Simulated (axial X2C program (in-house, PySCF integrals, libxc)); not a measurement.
# AlOH: properties at the nuclei

Calculated with an axial X2C code built on PySCF integrals: two-component X2C with atomic mean-field Coulomb and Gaunt terms, Gaussian nuclei, basis Al dyall-v3z, O dyall-av3z, H dyall-v3z with contracted cores.

Al–O–H held linear, with bonds 1.680 and 0.951 Å (near the PBE0 minimum at charge 0 of the determinant lowest at the starting distance; the state shown can have its own minimum elsewhere, held linear; other orders of the atoms were not compared).

Input and command:
```json
{"zs": [13, 8, 1], "q": 0, "bas": ["dyall-v3z", "dyall-av3z", "dyall-v3z"], "r0": [1.89, 0.96], "symm": 0, "scan": ["PBE0", "HF", "TPSSh"], "levels": ["PBE0", "HF", "PBE"], "nst": 2}
```
```bash
python solin.py task.json out
```

Keys: zs atomic numbers; q charge; bas basis sets; r0 starting distance in Å; symm equal bonds; scan levels of the two-bond scan; levels methods; nst determinants followed.

Determinant lowest in the PBE0 search, Ω = 0 (closed shell), highest spinor 57% Al s, 21% Al p, 10% O p:

| level | qzz Al (a.u.) | qzz O (a.u.) | qzz H (a.u.) | μ (D) |
| --- | --- | --- | --- | --- |
| PBE0 | -1.05 | 1.33 | 0.52 | 0.92 |
| HF | -1.15 | 1.38 | 0.51 | 1.10 |
| PBE | -1.01 | 1.30 | 0.52 | 0.88 |

qzz is the electric field gradient, eQq0 = 234.96 MHz × Q/barn × qzz; μ is positive if the H end (last atom) is positive. The operators were transformed with the bare-nucleus X2C matrices; with these basis sets, hyperfine constants and field gradients can be off by tens of per cent, and where levels differ in sign neither size nor sign is settled.

(1) With Q(27Al) = 0.1466 barn, Q(17O) = -0.02558 barn (Q from Pyykkö, Mol. Phys. 2018), turn the PBE0 values of the first state into constants in MHz.

The molecule was held linear; bending was not examined, so a bent shape may lie lower.

Each state is one determinant with collinear spin. The search compared states at one distance, so a state with another bond length can lie lower.

Results:

(1) eQq0(27Al) = 234.96 × (0.1466) × (-1.05) = -36.2 MHz; eQq0(17O) = 234.96 × (-0.02558) × (1.33) = -7.99 MHz.
